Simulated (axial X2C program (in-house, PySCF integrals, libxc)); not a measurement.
# BLi⁺: bond curves with and without spin–orbit coupling

What are the state, bond length, wavenumber and bond energy of BLi⁺, and what does spin–orbit coupling change?

Method: all-electron X2C, B dyall-v3z, Li dyall-cv3z; program: an in-house X2C program for linear molecules on PySCF integrals.

All values are calculated.

### Step 1. Set-up

Input file task.json:

```json
{"zs": [5, 3], "q": 1, "bas": ["dyall-v3z", "dyall-cv3z"], "levels": ["PBE0", "HF", "PBE50"], "cc": true, "r0": 2.18, "thr": -2.0, "nmax": 90, "npts": 10, "nst": 2, "ntry": 6}
```

Keys: zs atomic numbers; q charge; bas basis sets; levels methods (HF also brings MP2); cc coupled cluster on or off; r0 starting distance in Å; thr threshold in hartree for freezing inner shells (an s shell follows its p shell); nmax most natural virtual spinors; npts points asked for on the curve; nst determinants followed; ntry starts of the search.

On the command line:

```sh
$ python so2c.py task.json out
```

Spin-free means the one-electron spin-free X2C Hamiltonian; two-component (2c) means X2C with spin–orbit coupling and atomic mean-field two-electron Coulomb and Gaunt terms. Basis: B dyall-v3z contracted to [7s6p2d1f], Li dyall-cv3z contracted to [7s8p2d]; Gaussian nuclei, density fitting. Masses: B 11.009 u, Li 7.016 u.

Notation: σ, π±, δ± give the projection m of an orbital's angular momentum (0, ±1, ±2), α and β its spin, Λ and M_S the sums; ω is the projection of a spinor's total angular momentum and Ω the sum. Logs are in hartree.

The results follow Hamiltonian by Hamiltonian and level by level.

### Step 2. Search for the lowest determinant

PBE0 moves the distance from 2.180 Å to 2.465 Å and compares determinants there.

Spin-free determinants:

```tsv
ΔE (eV)	state	open shells
0.00	M_S = 1/2, Λ = 0	beyond closed shells: σα
0.81	M_S = 1/2, Λ = 1	beyond closed shells: π+α
3.69	M_S = 3/2, Λ = 1	beyond closed shells: 2 × σα, π+α
5.66	M_S = 1/2, Λ = 1	beyond closed shells: 2 × σα, π+β
```

Two-component determinants:

```
ΔE (eV)    state                                  open shells
   0.00  Ω = 1/2                excess of +ω over −ω: ω = 1/2
   0.81  Ω = 3/2                excess of +ω over −ω: ω = 3/2
   3.69  Ω = 5/2   excess of +ω over −ω: 2 × ω = 1/2, ω = 3/2
   5.66  Ω = 3/2            excess of +ω over −ω: 3 × ω = 1/2
   5.66  Ω = 1/2  excess of +ω over −ω: 2 × ω = -1/2, ω = 3/2
```

### Step 3. PBE0, spin-free

State followed: M_S = 1/2, Λ = 0 (beyond closed shells: σα). The scan is laid around 2.465 Å, a first estimate of the minimum, and this SCF restarts from the orbitals of the search.

Output at 2.465 Å:

```text
spin-free X2C-1e  PBE0
basis functions 83  fitting functions 451  grid points 4363
iter        total energy     max residual
   1        -31.922596143     4.66e-06
   2        -31.922596144     1.48e-06
converged
one-electron -46.78875828  Coulomb 17.17734382  exact exchange -1.35343466  xc functional -4.17789232  nuclear repulsion 3.22014530
```

Along the bond, energies from the lowest point:

| R (Å) | E (eV) | μ (D) | HOMO (eV) | LUMO (eV) | iterations |
| --- | --- | --- | --- | --- | --- |
| 2.144 | 0.1378 | 4.23 | -12.21 | -8.57 | 8 |
| 2.243 | 0.0575 | 4.44 | -12.07 | -8.43 | 7 |
| 2.317 | 0.0229 | 4.60 | -11.97 | -8.32 | 7 |
| 2.391 | 0.0051 | 4.77 | -11.86 | -8.22 | 7 |
| 2.465 | 0.0000 | 4.95 | -11.75 | -8.12 | 2 |
| 2.551 | 0.0064 | 5.16 | -11.62 | -8.01 | 8 |
| 2.638 | 0.0226 | 5.38 | -11.49 | -7.90 | 8 |
| 2.748 | 0.0534 | 5.66 | -11.32 | -7.77 | 8 |
| 2.884 | 0.1006 | 6.02 | -11.11 | -7.61 | 8 |
| 3.081 | 0.1784 | 6.57 | -10.82 | -7.39 | 8 |

Dipoles are positive if Li is the positive end and refer to the centre of mass.

Outer orbitals at the reference distance:

```tsv
symmetry	occupied	ε (eV)	atomic character
σα	yes	-17.12	79% B s, 11% Li p, 6% Li s
σβ	yes	-15.90	76% B s, 11% Li p, 6% Li s
σα	yes	-11.75	86% B p, 6% Li s, 6% Li p
π-α	no	-8.12	89% B p, 8% Li p, 4% Li d
π+α	no	-8.12	89% B p, 8% Li p, 4% Li d
π-β	no	-7.77	89% B p, 7% Li p, 3% Li d
π+β	no	-7.77	89% B p, 7% Li p, 3% Li d
```

PBE0 fields in the half plane through the axis: z from -2.4 to 4.8 Å across, distance from the axis 0.15 to 2.25 Å upwards; B lies at z = 0 and Li at z = 2.465 Å; the ELF is damped to zero where the density is low.

log10 density (e/bohr³). Ten even steps from '0' (-7.06 ) to '9' (0.66 ):
```
2233344444444443332211100
3334444445544444433221100
3344555555555554443322110
3445556666665555443322111
4455666666666655554322111
4455667777776666665432111
4556677777777667776542111
4556677898777678987543111
```

ELF. Ten even steps from ' ' (0.00 ) to '@' (1.00 ):
```
                                                  
          ..          ..::....                    
      ::++**==::....--++####++::                  
    --%%@@@@%%**====##%%@@@@##::                  
  ::%%@@@@@@@@%%**##@@@@@@@@==                    
  ++@@@@@@@@@@%%++%%@@@@@@@@      ::              
..##@@@@@@@@@@--  --@@@@@@##  ==@@@@@@**          
::%%@@@@@@@@@@..@@..@@@@@@++  @@@@@@@@@@          
```

Re = 2.462 Å, ωe = 339 cm⁻¹, ωexe = 5.06 cm⁻¹, Be = 0.6488 cm⁻¹, De = 0.892 eV, μ = 4.94 D.

### Step 4. HF, spin-free

Output at 2.465 Å:

```text
spin-free X2C-1e  HF
basis functions 83  fitting functions 451  grid points 4363
iter        total energy     max residual
   1        -31.805007815     3.45e-02
   2        -31.808360504     3.10e-03
   3        -31.808570671     1.21e-03
   4        -31.808619738     6.98e-04
   5        -31.808633057     2.69e-04
   6        -31.808635360     5.16e-05
   7        -31.808635442     1.28e-05
   8        -31.808635449     4.04e-06
   9        -31.808635449     6.60e-07
converged
one-electron -46.78241939  Coulomb 17.19019846  exact exchange -5.43655982  xc functional 0.00000000  nuclear repulsion 3.22014530
```

Re = 2.460 Å, ωe = 354 cm⁻¹, ωexe = 4.98 cm⁻¹, Be = 0.6503 cm⁻¹, De = 0.865 eV, μ = 4.99 D.

### Step 5. PBE50, spin-free

The SCF at the reference distance of 2.465 Å:

```text
spin-free X2C-1e  PBE50
basis functions 83  fitting functions 451  grid points 4363
iter        total energy     max residual
   1        -31.936269520     1.39e-02
   2        -31.936747655     6.29e-04
   3        -31.936756788     1.40e-04
   4        -31.936757549     5.02e-05
   5        -31.936757636     1.62e-05
   6        -31.936757645     3.34e-06
   7        -31.936757645     4.05e-07
converged
one-electron -46.79470296  Coulomb 17.19120838  exact exchange -2.71182617  xc functional -2.84158219  nuclear repulsion 3.22014530
```

Re = 2.444 Å, ωe = 352 cm⁻¹, ωexe = 5.06 cm⁻¹, Be = 0.6585 cm⁻¹, De = 0.892 eV, μ = 4.94 D.

### Step 6. Correlated methods, spin-free

Correlated methods: 3 electrons correlated (frozen shells, counted by type: B 1 s; Li 1 s), 151 virtual spinors in MP2, 47 natural virtuals in coupled cluster.

Output of the correlated part at 2.465 Å:

```text
correlated 3  virtual 151  natural virtual 47  E(MP2) -0.043668265  MP2 remainder -0.000580047
iter   CCSD correlation   residual
   1     -0.054265661   1.09e-01
   2     -0.061467140   5.14e-02
   3     -0.062056866   1.20e-02
   4     -0.062208017   3.81e-03
   5     -0.062165606   1.40e-03
   6     -0.062207338   3.61e-04
   7     -0.062196777   8.33e-05
   8     -0.062198109   2.00e-05
   9     -0.062197845   5.17e-06
  10     -0.062197804   1.50e-06
  11     -0.062197808   3.50e-07
(T) -0.001132055  T1 0.0261  D1 0.0328  max T2 0.134
```

T1 in the output is the amplitude norm over the root of the electron number; divide by √2 for the Lee–Taylor value.

MP2: Re = 2.476 Å, ωe = 338 cm⁻¹, Be = 0.6416 cm⁻¹, De = 0.813 eV.

CCSD: Re = 2.493 Å, ωe = 328 cm⁻¹, ωexe = 4.46 cm⁻¹, Be = 0.6328 cm⁻¹, De = 0.791 eV. T1 at Re = 0.018 (Lee–Taylor, the printed value over √2).

CCSD(T): Re = 2.495 Å, ωe = 327 cm⁻¹, ωexe = 4.45 cm⁻¹, Be = 0.6319 cm⁻¹, De = 0.788 eV. T1 at Re = 0.019 (Lee–Taylor, the printed value over √2).

### Step 7. A higher determinant, spin-free

State: M_S = 1/2, Λ = 1 (beyond closed shells: π+α).

Output at the reference distance:

```text
spin-free X2C-1e  PBE0
basis functions 83  fitting functions 451  grid points 4363
iter        total energy     max residual
   1        -31.892971274     2.73e-06
   2        -31.892971274     1.14e-06
converged
one-electron -46.72169823  Coulomb 17.12025902  exact exchange -1.34872149  xc functional -4.16295587  nuclear repulsion 3.22014530
```

| R (Å) | E above the lowest PBE0 point (eV) |
| --- | --- |
| 2.144 | 0.898 |
| 2.243 | 0.845 |
| 2.317 | 0.822 |
| 2.391 | 0.810 |
| 2.465 | 0.806 |
| 2.551 | 0.808 |
| 2.638 | 0.816 |
| 2.748 | 0.830 |
| 2.884 | 0.851 |

Re = 2.478 Å, ωe = 249.7 cm⁻¹, ωexe = 9.1 cm⁻¹, Be = 0.6407 cm⁻¹, μ = 5.10 D. Te = 0.81 eV.

### Step 8. The spin-free curves together

Energy (eV) of the followed determinant, spin-free, from each level's lowest point:

| R (Å) | PBE0 | HF | MP2 | CCSD | CCSD(T) | PBE50 |
| --- | --- | --- | --- | --- | --- | --- |
| 2.144 | 0.138 | 0.146 | 0.152 | n/a | n/a | 0.128 |
| 2.243 | 0.057 | 0.061 | 0.066 | 0.072 | 0.072 | 0.050 |
| 2.317 | 0.023 | 0.024 | 0.028 | 0.032 | 0.032 | 0.018 |
| 2.391 | 0.005 | 0.005 | 0.007 | 0.009 | 0.010 | 0.003 |
| 2.465 | 0.000 | 0.000 | 0.000 | 0.000 | 0.000 | 0.000 |
| 2.551 | 0.006 | 0.007 | 0.005 | 0.002 | 0.002 | 0.009 |
| 2.638 | 0.023 | 0.025 | 0.019 | 0.014 | 0.014 | 0.029 |
| 2.748 | 0.053 | 0.059 | 0.049 | 0.041 | 0.040 | 0.063 |
| 2.884 | 0.101 | 0.111 | 0.096 | n/a | n/a | 0.115 |
| 3.081 | 0.178 | 0.196 | 0.173 | n/a | n/a | 0.199 |

### Step 9. PBE0, 2c

State followed: Ω = 1/2 (excess of +ω over −ω: ω = 1/2). The scan is laid around 2.465 Å, a first estimate of the minimum, and this SCF restarts from the orbitals of the search.

Output at 2.465 Å:

```text
two-component X2C + atomic mean field  PBE0
basis functions 83  fitting functions 451  grid points 4363
iter        total energy     max residual
   1        -31.921691711     2.15e-05
   2        -31.921691719     8.00e-06
   3        -31.921691722     5.73e-06
   4        -31.921691725     2.07e-06
   5        -31.921691726     1.71e-07
converged
one-electron -46.78655309  Coulomb 17.17672103  exact exchange -1.35337955  xc functional -4.17772760  nuclear repulsion 3.22014530  atomic mean-field constant -0.00089782
```

Along the bond, energies from the lowest point:

| R (Å) | E (eV) | μ (D) | HOMO (eV) | LUMO (eV) | iterations |
| --- | --- | --- | --- | --- | --- |
| 2.144 | 0.1379 | 4.23 | -12.20 | -8.57 | 8 |
| 2.243 | 0.0575 | 4.44 | -12.07 | -8.43 | 7 |
| 2.317 | 0.0230 | 4.60 | -11.97 | -8.32 | 7 |
| 2.391 | 0.0051 | 4.77 | -11.86 | -8.22 | 7 |
| 2.465 | 0.0000 | 4.95 | -11.75 | -8.12 | 5 |
| 2.551 | 0.0064 | 5.16 | -11.62 | -8.01 | 8 |
| 2.638 | 0.0226 | 5.38 | -11.49 | -7.90 | 8 |
| 2.748 | 0.0533 | 5.66 | -11.32 | -7.77 | 8 |
| 2.884 | 0.1005 | 6.02 | -11.11 | -7.61 | 8 |
| 3.081 | 0.1784 | 6.57 | -10.82 | -7.39 | 8 |

Dipoles are positive if Li is the positive end and refer to the centre of mass.

Outer spinors at the reference distance:

```json
{"ω": "1/2", "occupied": "yes", "ε (eV)": "-17.12", "atomic character": "79% B s, 11% Li p, 6% Li s", "λ mixture": "100% σ"}
{"ω": "-1/2", "occupied": "yes", "ε (eV)": "-15.90", "atomic character": "76% B s, 11% Li p, 6% Li s", "λ mixture": "100% σ"}
{"ω": "1/2", "occupied": "yes", "ε (eV)": "-11.75", "atomic character": "86% B p, 6% Li s, 6% Li p", "λ mixture": "100% σ"}
{"ω": "-1/2", "occupied": "no", "ε (eV)": "-8.12", "atomic character": "89% B p, 8% Li p, 4% Li d", "λ mixture": "100% π"}
{"ω": "3/2", "occupied": "no", "ε (eV)": "-8.12", "atomic character": "89% B p, 8% Li p, 4% Li d", "λ mixture": "100% π"}
{"ω": "1/2", "occupied": "no", "ε (eV)": "-7.77", "atomic character": "89% B p, 7% Li p, 3% Li d", "λ mixture": "100% π"}
{"ω": "-3/2", "occupied": "no", "ε (eV)": "-7.77", "atomic character": "89% B p, 7% Li p, 3% Li d", "λ mixture": "100% π"}
```

PBE0 fields in the half plane through the axis: z from -2.4 to 4.8 Å across, distance from the axis 0.15 to 2.25 Å upwards; B lies at z = 0 and Li at z = 2.465 Å; the ELF is damped to zero where the density is low.

log10 density (e/bohr³). Ten even steps from '0' (-7.06 ) to '9' (0.66 ):
```
2233344444444443332211100
3334444445544444433221100
3344555555555554443322110
3445556666665555443322111
4455666666666655554322111
4455667777776666665432111
4556677777777667776542111
4556677898777678987543111
```

ELF. Ten even steps from '0' (0.00 ) to '9' (1.00 ):
```
0000000000000000000000000
0000010000012110000000000
0002564211357752000000000
0038998644789972000000000
0289999867999940000000000
0599999858999900020000000
1799999303999704999600000
2899999191999509999900000
```

Re = 2.463 Å, ωe = 339 cm⁻¹, ωexe = 5.06 cm⁻¹, Be = 0.6487 cm⁻¹, De = 0.892 eV, μ = 4.94 D.

### Step 10. HF, 2c

The SCF at the reference distance of 2.465 Å:

```text
two-component X2C + atomic mean field  HF
basis functions 83  fitting functions 451  grid points 4363
iter        total energy     max residual
   1        -31.804102766     3.45e-02
   2        -31.807455422     3.10e-03
   3        -31.807665619     1.21e-03
   4        -31.807714698     6.98e-04
   5        -31.807728021     2.69e-04
   6        -31.807730325     5.16e-05
   7        -31.807730408     1.28e-05
   8        -31.807730416     4.63e-06
   9        -31.807730417     4.18e-06
  10        -31.807730418     3.85e-06
  11        -31.807730419     2.80e-06
converged
one-electron -46.78021668  Coulomb 17.18957803  exact exchange -5.43633925  xc functional 0.00000000  nuclear repulsion 3.22014530  atomic mean-field constant -0.00089782
```

Re = 2.460 Å, ωe = 354 cm⁻¹, ωexe = 4.98 cm⁻¹, Be = 0.6502 cm⁻¹, De = 0.865 eV, μ = 4.99 D.

### Step 11. PBE50, 2c

The SCF at the reference distance of 2.465 Å:

```text
two-component X2C + atomic mean field  PBE50
basis functions 83  fitting functions 451  grid points 4363
iter        total energy     max residual
   1        -31.935365022     1.39e-02
   2        -31.935843161     6.29e-04
   3        -31.935852299     1.40e-04
   4        -31.935853061     5.02e-05
   5        -31.935853148     1.62e-05
   6        -31.935853157     3.34e-06
   7        -31.935853157     1.20e-06
converged
one-electron -46.79249799  Coulomb 17.19058572  exact exchange -2.71171592  xc functional -2.84147244  nuclear repulsion 3.22014530  atomic mean-field constant -0.00089782
```

Re = 2.444 Å, ωe = 352 cm⁻¹, ωexe = 5.06 cm⁻¹, Be = 0.6584 cm⁻¹, De = 0.893 eV, μ = 4.94 D.

### Step 12. MP2 and beyond, 2c

Correlated methods: 3 electrons correlated (frozen shells, counted by type: B 1 s; Li 1 s), 151 virtual spinors in MP2, 47 natural virtuals in coupled cluster.

Output of the correlated part at 2.465 Å:

```text
correlated 3  virtual 151  natural virtual 47  E(MP2) -0.043667550  MP2 remainder -0.000580041
iter   CCSD correlation   residual
   1     -0.054264622   1.09e-01
   2     -0.061465729   5.14e-02
   3     -0.062055414   1.20e-02
   4     -0.062206554   3.81e-03
   5     -0.062164146   1.40e-03
   6     -0.062205873   3.61e-04
   7     -0.062195314   8.34e-05
   8     -0.062196647   2.03e-05
   9     -0.062196383   5.95e-06
  10     -0.062196337   2.96e-06
  11     -0.062196343   2.13e-06
(T) -0.001132010  T1 0.0261  D1 0.0328  max T2 0.134
```

MP2: Re = 2.476 Å, ωe = 338 cm⁻¹, Be = 0.6415 cm⁻¹, De = 0.813 eV.

CCSD: Re = 2.494 Å, ωe = 328 cm⁻¹, ωexe = 4.45 cm⁻¹, Be = 0.6327 cm⁻¹, De = 0.792 eV. T1 at Re = 0.018 (Lee–Taylor, the printed value over √2).

CCSD(T): Re = 2.495 Å, ωe = 327 cm⁻¹, ωexe = 4.45 cm⁻¹, Be = 0.6318 cm⁻¹, De = 0.789 eV. T1 at Re = 0.019 (Lee–Taylor, the printed value over √2).

### Step 13. A higher determinant, 2c

State: Ω = 3/2 (excess of +ω over −ω: ω = 3/2).

Output at the reference distance:

```text
two-component X2C + atomic mean field  PBE0
basis functions 83  fitting functions 451  grid points 4363
iter        total energy     max residual
   1        -31.892038430     2.12e-05
   2        -31.892038432     5.68e-06
   3        -31.892038432     1.42e-06
converged
one-electron -46.71935103  Coulomb 17.11950116  exact exchange -1.34866130  xc functional -4.16277475  nuclear repulsion 3.22014530  atomic mean-field constant -0.00089782
```

| R (Å) | E above the lowest PBE0 point (eV) |
| --- | --- |
| 2.144 | 0.898 |
| 2.243 | 0.846 |
| 2.317 | 0.823 |
| 2.391 | 0.811 |
| 2.465 | 0.807 |
| 2.551 | 0.809 |
| 2.638 | 0.817 |
| 2.748 | 0.831 |
| 2.884 | 0.852 |

Re = 2.478 Å, ωe = 249.6 cm⁻¹, ωexe = 9.1 cm⁻¹, Be = 0.6407 cm⁻¹, μ = 5.10 D. Te = 0.81 eV.

### Step 14. The 2c curves together

Energy (eV) of the followed determinant, 2c, from each level's lowest point:

| R (Å) | PBE0 | HF | MP2 | CCSD | CCSD(T) | PBE50 |
| --- | --- | --- | --- | --- | --- | --- |
| 2.144 | 0.138 | 0.146 | 0.152 | n/a | n/a | 0.128 |
| 2.243 | 0.058 | 0.061 | 0.066 | 0.072 | 0.072 | 0.050 |
| 2.317 | 0.023 | 0.024 | 0.028 | 0.032 | 0.032 | 0.018 |
| 2.391 | 0.005 | 0.005 | 0.007 | 0.009 | 0.010 | 0.003 |
| 2.465 | 0.000 | 0.000 | 0.000 | 0.000 | 0.000 | 0.000 |
| 2.551 | 0.006 | 0.007 | 0.005 | 0.002 | 0.002 | 0.009 |
| 2.638 | 0.023 | 0.025 | 0.019 | 0.014 | 0.014 | 0.029 |
| 2.748 | 0.053 | 0.059 | 0.049 | 0.041 | 0.040 | 0.063 |
| 2.884 | 0.101 | 0.111 | 0.095 | n/a | n/a | 0.115 |
| 3.081 | 0.178 | 0.195 | 0.173 | n/a | n/a | 0.199 |

Time for the job: 13 s (1 thread of Arm Neoverse V2, shared host).

### Step 15. Constants

Lowest determinant that the search found at its distance, spin-free: M_S = 1/2, Λ = 0 (beyond closed shells: σα).

Lowest determinant that the search found at its distance, 2c: Ω = 1/2 (excess of +ω over −ω: ω = 1/2).

```
Hamiltonian    level  Re (Å)  ωe (cm⁻¹)  De (eV)  μ (D)
  spin-free     PBE0   2.462        339    0.892   4.94
  spin-free       HF   2.460        354    0.865   4.99
  spin-free      MP2   2.476        338    0.813    n/a
  spin-free     CCSD   2.493        328    0.791    n/a
  spin-free  CCSD(T)   2.495        327    0.788    n/a
  spin-free    PBE50   2.444        352    0.892   4.94
         2c     PBE0   2.463        339    0.892   4.94
         2c       HF   2.460        354    0.865   4.99
         2c      MP2   2.476        338    0.813    n/a
         2c     CCSD   2.494        328    0.792    n/a
         2c  CCSD(T)   2.495        327    0.789    n/a
         2c    PBE50   2.444        352    0.893   4.94
```

Dipoles are positive if Li is the positive end and refer to the centre of mass.

Time per point (s) on 1 thread of Arm Neoverse V2, shared host (2c runs; CCSD comes with the CCSD(T) run); the times are rough: PBE0 0.097, HF 0.04, MP2 0.048, CCSD(T) 0.17, PBE50 0.1.

At CCSD(T), going from spin-free to two-component changes Re by 0 mÅ, ωe by 0.0 %; the spin-free picture holds up (part of it comes from the scalar share of the two-electron terms). De moves by 0.00 eV; both De rest on single-determinant atoms, which can miss part of an open shell's spin–orbit lowering.

De refers to B + Li+, each in the lowest determinant found, which need not be this curve's own limit. The state is a single determinant with fixed occupations, the lowest that a limited PBE0 search found. Dissociation energies refer to the lowest single-determinant-based atoms at the same level and basis. Density functionals use the spin component along the axis (collinear). CCSD and (T) use frozen natural virtuals with an MP2 correction for the truncation.
